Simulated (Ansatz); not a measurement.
# CH3ClSi (SMILES C=[SiH]Cl): functionals against CCSD(T) at one geometry

A test off equilibrium: a structure displaced at random from a GFN2-xTB minimum is computed at several levels, and each is set against CCSD(T).

The runs use Ansatz 0.2.0, Gaussian basis; single points in def2-TZVPP.

Correlated methods freeze the cores. B3LYP uses VWN-RPA correlation.

## (1) The starting structure

SMILES `C=[SiH]Cl`, 6 atoms, charge 0, spin multiplicity 1.

Atoms are counted from 1 here; the program's logs count them from 0.

Bond lengths: C1–Si2 1.855 Å, C1–H4 0.819 Å, Si2–Cl3 2.024 Å, Si2–H6 1.715 Å. Angles: Si2–C1–H4 116.1°, C1–Si2–Cl3 120.3°, C1–Si2–H6 131.9°, Cl3–Si2–H6 106.2°.

Geometry (Å):

```
C    -0.9806    0.1405   -0.6530
Si    0.5166   -0.0751    0.4201
Cl    1.2568   -1.9242    0.7793
H    -1.0713   -0.4028   -1.2590
H    -1.1831    1.4839   -0.8392
H     1.2816    0.9728    1.5414
```

## (2) CCSD(T)/def2-TZVPP

Contents of run/in.yaml:

```yaml
crystal:
  periodic: [false, false, false]
  atoms:
    - {symbol: C, position_ang: [-0.980600, 0.140500, -0.653000]}
    - {symbol: Si, position_ang: [0.516600, -0.075100, 0.420100]}
    - {symbol: Cl, position_ang: [1.256800, -1.924200, 0.779300]}
    - {symbol: H, position_ang: [-1.071300, -0.402800, -1.259000]}
    - {symbol: H, position_ang: [-1.183100, 1.483900, -0.839200]}
    - {symbol: H, position_ang: [1.281600, 0.972800, 1.541400]}
basis:
  gaussian: {orbitals: def2-TZVPP}
correlation: {method: ccsd_t}
output: {forces: true}
```

The command line of these runs was not kept.

## (3) PBE0-D4/def2-TZVPP

run/in.yaml, as its differences from that of step 2:

```diff
@@ -11,3 +11,3 @@
   gaussian: {orbitals: def2-TZVPP}
-correlation: {method: ccsd_t}
-output: {forces: true}
+hamiltonian: {xc: pbe0, dispersion: d4}
+output: {forces: true, orbitals: {seedname: orbitals}}
```

## (4) wB97M-V/def2-TZVPP

run/in.yaml, as its differences from that of step 3:

```diff
@@ -11,3 +11,3 @@
   gaussian: {orbitals: def2-TZVPP}
-hamiltonian: {xc: pbe0, dispersion: d4}
-output: {forces: true, orbitals: {seedname: orbitals}}
+hamiltonian: {xc: {name: wB97M-V}}
+output: {forces: true}
```

## (5) r2SCAN-D4/def2-TZVPP

run/in.yaml, as its differences from that of step 4:

```diff
@@ -11,3 +11,3 @@
   gaussian: {orbitals: def2-TZVPP}
-hamiltonian: {xc: {name: wB97M-V}}
+hamiltonian: {xc: r2scan, dispersion: d4}
 output: {forces: true}
```

## (6) PBE-D4/def2-TZVPP

run/in.yaml, as its differences from that of step 5:

```diff
@@ -11,3 +11,3 @@
   gaussian: {orbitals: def2-TZVPP}
-hamiltonian: {xc: r2scan, dispersion: d4}
+hamiltonian: {xc: pbe, dispersion: d4}
 output: {forces: true}
```

## (7) B3LYP-D4/def2-TZVPP

run/in.yaml, as its differences from that of step 6:

```diff
@@ -11,3 +11,3 @@
   gaussian: {orbitals: def2-TZVPP}
-hamiltonian: {xc: pbe, dispersion: d4}
+hamiltonian: {xc: {name: B3LYP}, dispersion: d4}
 output: {forces: true}
```

## (8) BLYP-D4/def2-TZVPP

run/in.yaml, as its differences from that of step 7:

```diff
@@ -11,3 +11,3 @@
   gaussian: {orbitals: def2-TZVPP}
-hamiltonian: {xc: {name: B3LYP}, dispersion: d4}
+hamiltonian: {xc: {name: BLYP}, dispersion: d4}
 output: {forces: true}
```

(Steps that only read results are left out.)

Before running it: what results should come out? Wanted: energy less free atoms, CCSD(T)/def2-TZVPP; RMS force component; RMS force error; HOMO and LUMO, PBE0-D4; T1 diagnostic.

**Answer**, as computed:

| quantity | value |
| --- | --- |
| energy less free atoms, CCSD(T)/def2-TZVPP | -1560.4 kJ/mol |
| RMS force component | 7.864 to 8.078 eV/Å over the methods |
| RMS force error | PBE0-D4 0.177, wB97M-V 0.231, r2SCAN-D4 0.118, PBE-D4 0.125, B3LYP-D4 0.155, BLYP-D4 0.215 eV/Å |
| HOMO and LUMO, PBE0-D4 | -6.55 and -1.87 eV |
| T1 diagnostic | 0.017 |

In words: Against CCSD(T) the functionals' energies less atoms differ by -96.2 to -46.4 kJ/mol, PBE-D4 by -96.2 kJ/mol. CCSD(T) in triple zeta still lacks some correlation energy of the bonds, so part of these gaps is its own basis error and they don't rank the functionals. The forces of r2SCAN-D4 come nearest to CCSD(T), those of wB97M-V are farthest. Frozen-core CCSD(T) forces in triple zeta carry basis errors of their own, and this is one geometry, so small gaps rank nothing. The restricted Hartree–Fock reference is unstable towards an unrestricted one at one or more of these structures.
